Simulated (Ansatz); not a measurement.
# CH6NSi radical: basis-set convergence

The task here is to estimate one member of a computed series from the others.

Computed with Ansatz 0.2.0, Gaussian basis. Level: one geometry, several basis sets.

The runs, in order: PBE0-D4/def2-SVP; ωB97M-V/def2-SVP; PBE0-D4/def2-QZVPP; ωB97M-V/def2-QZVPP; the functionals' def2-TZVPP values are taken from earlier runs.

1 further run of the same task is left out (it didn't finish).

**The geometry**

The geometry comes from an earlier relaxation with PBE0-D4 in a triple-zeta def2 set; it is a stationary point, not always the lowest conformer.

SMILES `CN[SiH2]`, 9 atoms, charge 0, spin multiplicity 2.

Atoms are counted from 1 here; the program's logs count them from 0.

Bond lengths: C1–N2 1.445 Å, C1–H4 1.092 Å, C1–H5 1.097 Å, C1–H6 1.094 Å, N2–Si3 1.721 Å, N2–H7 1.009 Å, Si3–H8 1.496 Å, Si3–H9 1.494 Å. Angles: N2–C1–H4 109.4°, N2–C1–H5 113.3°, N2–C1–H6 110.8°, H4–C1–H5 107.6°, H4–C1–H6 107.3°, H5–C1–H6 108.1°, C1–N2–Si3 124.4°, C1–N2–H7 113.6°, Si3–N2–H7 117.7°, N2–Si3–H8 107.0°, N2–Si3–H9 106.6°, H8–Si3–H9 110.8°.

Set-up of the first run:

File in.yaml:

```yaml
crystal:
  periodic: [false, false, false]
  atoms:
    - {symbol: C, position_ang: [-0.456806, 0.543191, -0.985799]}
    - {symbol: N, position_ang: [0.350972, 0.374280, 0.200737]}
    - {symbol: Si, position_ang: [0.668291, -1.140230, 0.954362]}
    - {symbol: H, position_ang: [-1.199804, -0.255889, -1.036441]}
    - {symbol: H, position_ang: [0.125813, 0.513906, -1.914618]}
    - {symbol: H, position_ang: [-1.000439, 1.492208, -0.954759]}
    - {symbol: H, position_ang: [1.016657, 1.117945, 0.345789]}
    - {symbol: H, position_ang: [-0.640491, -1.855791, 1.065966]}
    - {symbol: H, position_ang: [1.224205, -0.836022, 2.307562]}
basis:
  gaussian: {orbitals: def2-SVP}
magnetization: {spin_polarized: true, initial_magnetization: 1}
hamiltonian: {xc: pbe0, dispersion: d4}
output: {orbitals: {seedname: orbitals}}
```

Steps of the session up to this table: PBE0-D4 in def2-SVP; ωB97M-V in def2-SVP; PBE0-D4 in def2-QZVPP; ωB97M-V in def2-QZVPP.

One table of the session follows, with a row left open; its other results are not shown here.

It belongs to the step «Density functionals: the series». 

```
functional       basis  HOMO (eV)  LUMO (eV)
   PBE0-D4    def2-SVP          ?          ?
   PBE0-D4  def2-TZVPP      -5.16      -1.66
   PBE0-D4  def2-QZVPP      -5.19      -1.72
   ωB97M-V    def2-SVP      -6.82       0.14
   ωB97M-V  def2-TZVPP      -6.97      -0.08
   ωB97M-V  def2-QZVPP      -7.01      -0.20
```

Q: Estimate the row for PBE0-D4, def2-SVP from the others.

As computed: HOMO (eV): -5.02; LUMO (eV): -1.56. In the column «HOMO (eV)» it is the highest.
